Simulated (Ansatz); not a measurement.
Geometry optimisation, RKS B3LYP/def2-SVP (Ansatz 0.2.0).

input.yaml

```yaml
crystal:
  periodic: [false, false, false]
  atoms:
    - { symbol: Al, position_ang: [-1.1227, 0.3068, -0.6658] }
    - { symbol: S, position_ang: [1.0337, 1.8041, -0.414] }
    - { symbol: H, position_ang: [-0.9085, -0.556, -1.9256] }
    - { symbol: H, position_ang: [-2.4834, 0.9505, -0.3619] }
    - { symbol: H, position_ang: [0.5103, 0.3335, 0.4809] }
    - { symbol: P, position_ang: [-0.1374, -1.1311, 1.3486] }
    - { symbol: H, position_ang: [1.5681, 0.9953, -1.3312] }
    - { symbol: H, position_ang: [0.8087, -0.821, 2.3035] }
    - { symbol: H, position_ang: [0.7311, -1.8821, 0.5656] }
basis:
  gaussian: { orbitals: def2-SVP }
hamiltonian:
  xc: b3lyp
relax:
  f_tol: 0.15
  max_steps: 25
  restrain:
    - { distance: [0, 5], at: 3.58, k: 30.0 }
    - { distance: [4, 1], at: 2.66, k: 30.0 }
    - { distance: [0, 1], at: 2.26, k: 30.0 }
    - { distance: [4, 5], at: 1.38, k: 30.0 }
```

Launched with:

```bash
$ ansatz run input.yaml --threads 2 --pin off --max-ram 3072MiB --backend cpu --events-out ev --progress --plain --runs-dir out
```

Where does it end, and by what steps?

The run converged. The restraints hold the end off the free minimum. After 15 steps the energy has fallen by 1.379 eV (the restraints' own energy left out); H5 moved furthest, 0.91 Å. Parted: Al1–P6. Joined: H5–P6.

| step | energy less start (eV) | largest force component (eV/Å) | accepted |
| --- | --- | --- | --- |
| 0 | 0.0000 | 1.323 | yes |
| 1 | -0.1280 | 2.338 | yes |
| 2 | -0.5061 | 2.684 | yes |
| 3 | -0.8165 | 2.196 | yes |
| 4 | -1.0792 | 1.325 | yes |
| 5 | -1.2607 | 0.832 | yes |
| 6 | -1.3049 | 0.569 | yes |
| 7 | -1.3074 | 0.508 | yes |
| 8 | -1.3433 | 0.472 | yes |
| 9 | -1.3529 | 0.461 | yes |
| 10 | -1.3737 | 0.450 | no |
| 11 | -1.3598 | 0.433 | yes |
| 12 | -1.3707 | 0.417 | yes |
| 13 | -1.3782 | 0.421 | yes |
| 14 | -1.3827 | 0.409 | no |
| 15 | -1.3791 | 0.481 | yes |

```xyz
9
Properties=species:S:1:pos:R:3
Al -1.259 0.779 -1.195
S 0.674 1.827 -0.738
H -1.275 -0.302 -2.350
H -2.527 1.306 -0.415
H 1.048 -0.114 1.057
P 0.257 -1.234 1.344
H 1.409 1.120 -1.629
H 0.384 -1.177 2.764
H 1.289 -2.205 1.162
```

The run took 12 s on 2 threads of AMD EPYC 9B45 (Zen 5), with other jobs on the host, peak memory 0.19 GiB.
